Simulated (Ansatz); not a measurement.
**AlH2S− (SMILES [AlH2][S-]): single points off equilibrium**

How do the functionals fare away from a minimum? The structure is a structure displaced at random from a GFN2-xTB minimum.

Program: Ansatz 0.2.0, Gaussian basis. Level of theory: single points in def2-TZVPPD. These are calculated values, not measurements.

Cores are frozen in the correlated methods.

## Step 1: Where the work starts

SMILES `[AlH2][S-]`, 4 atoms, charge -1, spin multiplicity 1.

Atoms are counted from 1 here; the program's logs count them from 0.

Bond lengths: Al1–S2 2.131 Å, Al1–H3 1.632 Å, Al1–H4 1.581 Å. Angles: S2–Al1–H3 127.8°, S2–Al1–H4 127.3°, H3–Al1–H4 105.0°.

Geometry (Å):

```
Al   -0.0308   -0.0082   -0.0261
S     1.3824   -0.1676    1.5605
H    -1.3645   -0.9155   -0.2716
H    -0.0281    1.0412   -1.2083
```

## Step 2: CCSD(T)/def2-TZVPPD

run/in.yaml reads:

```yaml
crystal:
  periodic: [false, false, false]
  atoms:
    - {symbol: Al, position_ang: [-0.030800, -0.008200, -0.026100]}
    - {symbol: S, position_ang: [1.382400, -0.167600, 1.560500]}
    - {symbol: H, position_ang: [-1.364500, -0.915500, -0.271600]}
    - {symbol: H, position_ang: [-0.028100, 1.041200, -1.208300]}
basis:
  gaussian: {orbitals: "def2-TZVPPD.json"}
total_charge: -1
correlation: {method: ccsd_t}
output: {forces: true}
```

The basis file named in the input lies beside it (Basis Set Exchange, JSON).

No record of the launch command was kept for these runs.

## Step 3: PBE0-D4/def2-TZVPPD

run/in.yaml, as its differences from that of step 2:

```diff
@@ -10,3 +10,3 @@
 total_charge: -1
-correlation: {method: ccsd_t}
-output: {forces: true}
+hamiltonian: {xc: pbe0, dispersion: d4}
+output: {forces: true, orbitals: {seedname: orbitals}}
```

## Step 4: wB97M-V/def2-TZVPPD

run/in.yaml, as its differences from that of step 3:

```diff
@@ -10,3 +10,3 @@
 total_charge: -1
-hamiltonian: {xc: pbe0, dispersion: d4}
-output: {forces: true, orbitals: {seedname: orbitals}}
+hamiltonian: {xc: {name: wB97M-V}}
+output: {forces: true}
```

## Step 5: r2SCAN-D4/def2-TZVPPD

run/in.yaml, as its differences from that of step 4:

```diff
@@ -10,3 +10,3 @@
 total_charge: -1
-hamiltonian: {xc: {name: wB97M-V}}
+hamiltonian: {xc: r2scan, dispersion: d4}
 output: {forces: true}
```

## Step 6: PBE-D4/def2-TZVPPD

run/in.yaml, as its differences from that of step 5:

```diff
@@ -10,3 +10,3 @@
 total_charge: -1
-hamiltonian: {xc: r2scan, dispersion: d4}
+hamiltonian: {xc: pbe, dispersion: d4}
 output: {forces: true}
```

## Step 7: wB97X-V/def2-TZVPPD

run/in.yaml, as its differences from that of step 6:

```diff
@@ -10,3 +10,3 @@
 total_charge: -1
-hamiltonian: {xc: pbe, dispersion: d4}
+hamiltonian: {xc: {name: wB97X-V}}
 output: {forces: true}
```

## Step 8: BLYP-D4/def2-TZVPPD

run/in.yaml, as its differences from that of step 7:

```diff
@@ -10,3 +10,3 @@
 total_charge: -1
-hamiltonian: {xc: {name: wB97X-V}}
+hamiltonian: {xc: {name: BLYP}, dispersion: d4}
 output: {forces: true}
```

(Steps that only read results are left out.)

**Question.** What will these runs give? Wanted: RMS force component; RMS force error; HOMO and LUMO, PBE0-D4; T1 diagnostic.

As calculated:

```
              quantity                                                                                           value
   RMS force component                                                            0.255 to 0.418 eV/Å over the methods
       RMS force error  PBE0-D4 0.103, wB97M-V 0.106, r2SCAN-D4 0.075, PBE-D4 0.071, wB97X-V 0.148, BLYP-D4 0.076 eV/Å
HOMO and LUMO, PBE0-D4                                                                               -1.06 and 3.38 eV
         T1 diagnostic                                                                                           0.015
```

The forces of PBE-D4 come nearest to CCSD(T), those of wB97X-V are farthest. Frozen-core CCSD(T) forces in triple zeta carry basis errors of their own, and this is one geometry, so small gaps rank nothing.
